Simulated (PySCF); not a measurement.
Compound: isoprene, C₅H₈.
SMILES with atom numbers: `[CH2:1]=[CH:2][C:3](=[CH2:4])[CH3:5]` (hydrogens: H6, H7 on C1; H8 on C2; H9, H10 on C4; H11, H12, H13 on C5)

Structure used (GFN2-xTB), in Å, numbered top down from 1:
```
atom  x, y, z in Å
C1     1.9692   -0.1420   -0.2460
C2     0.9709    0.5402    0.3032
C3    -0.4467    0.2243    0.1876
C4    -1.3526    0.9934    0.7905
C5    -0.8448   -0.9761   -0.6180
H6     1.8118   -1.0208   -0.8475
H7     2.9942    0.1598   -0.1117
H8     1.1941    1.4176    0.8975
H9    -1.0688    1.8564    1.3698
H10   -2.4083    0.7907    0.7266
H11   -1.9250   -1.0938   -0.6217
H12   -0.3964   -1.8770   -0.2016
H13   -0.5021   -0.8723   -1.6463
```

The closed-shell ground state was solved at several levels (PySCF, density fitting, gas phase, non-relativistic).

```json
{"level": "B3LYP/pcJ-1", "basis functions": "215", "total energy (Eh)": "-195.3277", "HOMO (eV)": "-6.51", "LUMO (eV)": "-0.90", "gap (eV)": "5.61", "dipole (D)": "0.25"}
{"level": "PBE0/pcSseg-1", "basis functions": "125", "total energy (Eh)": "-195.0367", "HOMO (eV)": "-6.74", "LUMO (eV)": "-0.71", "gap (eV)": "6.03", "dipole (D)": "0.28"}
```

Problem. Estimate the row for CAM-B3LYP/def2-SVPD, a basis of 164 functions; the other rows only guide the guess.

Solution. Total energy -195.0523 Eh, HOMO -7.99 eV, LUMO 0.32 eV, gap 8.31 eV, dipole 0.26 D.

Problem. Over all these levels, which gives the widest orbital gap and which the narrowest?

Solution. CAM-B3LYP/def2-SVPD (range-separated hybrid) has the widest, 8.31 eV, and B3LYP/pcJ-1 (global hybrid, 20 % exact exchange) the narrowest, 5.61 eV. Functional and basis both differ between the two, so the spread mixes both effects.

Problem. How far do the dipole and the HOMO energy spread over the levels?

Solution. The dipole runs from 0.25 to 0.28 D (mean 0.26 D) and the HOMO from -7.99 to -6.51 eV.

One conformer stands for the species.
